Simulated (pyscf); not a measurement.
Thermochemistry of product channels of H₃C–In(NH₂)–NH₂ (SMILES [CH3][In]([NH2])[NH2]) + H• (SMILES [H]) on the doublet surface, in kJ/mol, from ωB97M-D3(BJ)/def2-TZVP energies (ideal gas, 1 atm, RRHO with modes under 100 cm⁻¹ raised to 100, one conformer, R ln 2 for chiral ones without a mode under 150 cm⁻¹). Single points on ωB97X-D3(BJ)/def2-SVP structures (PySCF, gas phase).

```json
[
 {"products": "•H₂C–In(NH₂)–NH₂ (SMILES [CH2][In]([NH2])[NH2]) + H₂ (SMILES [H][H])", "ΔE": "+0.9", "ΔH(298 K)": "-5.8", "ΔG(298 K)": "-9.3", "ΔG(600 K)": "-13.6"},
 {"products": "[H₂N–In–NH₂]• (SMILES [NH2][In][NH2]) + CH₄ (SMILES C)", "ΔE": "[?]", "ΔH(298 K)": "-170.6", "ΔG(298 K)": "-175.6", "ΔG(600 K)": "-177.7"}
]
```

Q: Fill in the missing entries.

A: 
- [H₂N–In–NH₂]• (SMILES [NH2][In][NH2]) + CH₄ (SMILES C), ΔE: -189.5

These are energies of the channels, which say nothing of barriers. Elements past Kr carry the def2 core potentials, without spin-orbit coupling.
